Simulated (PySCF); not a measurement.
How exact exchange moves a shielding

Molecule: `C=CC(=O)C=C`, C₅H₆O.

Numbering as in the mapped SMILES `[CH2:1]=[CH:2][C:3](=[O:4])[CH:5]=[CH2:6]`. Each H is labelled by its parent atom. Ha(C1), Ha(C6) are cis to C3; Hb(C1), Hb(C6) are trans to C3.

GIAO shieldings (ppm, equivalent atoms averaged) in PySCF 2.14.0 with density-fitted response routines on the PBE0-D3(BJ)/def2-SVP geometry, basis pcSseg-2, gas phase, non-relativistic:

```csv
functional,exact exchange (%),σ(C2/C5)
BLYP,0,29.5
BP86,0,34.0
PBE,0,33.7
B3LYP,20,33.4
PBE0,25,38.5
BHandHLYP,50,39.7
HF,100,52.4
```

Question: Fit each shielding as a line in the percentage of exact exchange.

Answer: σ(C2/C5) = 31.9 + 0.20 x (rms 2.0 ppm). The functionals also differ in their semilocal parts, which the line can't hold; Hartree–Fock has no correlation at all.

Question: What does the line predict for mPW1PW91 (25 %), and what does the run give?

Answer: σ(C2/C5): 36.9 predicted, 38.0 computed ppm.
